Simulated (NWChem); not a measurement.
# A calculation on ozone (O$_{3}$)

SMILES: [O+](=O)[O-]
```xyz
3

O     -1.0607     0.0000    -0.2102
O      0.0000     0.0000     0.4204
O      1.0607     0.0000    -0.2102
```
Charge 0, spin multiplicity 1.

All runs are NWChem calculations. The geometry was optimised at PBE0/def2-SVP, a minimum by its harmonic frequencies.

Symmetry labels belong to the abelian group C2v used in the runs, with the axes of the coordinates shown.

The species is likely to have several important configurations.

Task: List the lowest 4 singlet excitations that TD-LDA (SVWN5)/aug-cc-pVDZ gives, with oscillator strengths.

Result: 
| state | symmetry | energy (eV) | wavelength (nm) | f |
|---|---|---|---|---|
| 1 | b2 | 2.31 | 538 | 0.000 |
| 2 | a2 | 2.50 | 495 | 0.000 |
| 3 | b1 | 5.86 | 212 | 0.109 |
| 4 | a1 | 8.98 | 138 | 0.007 |
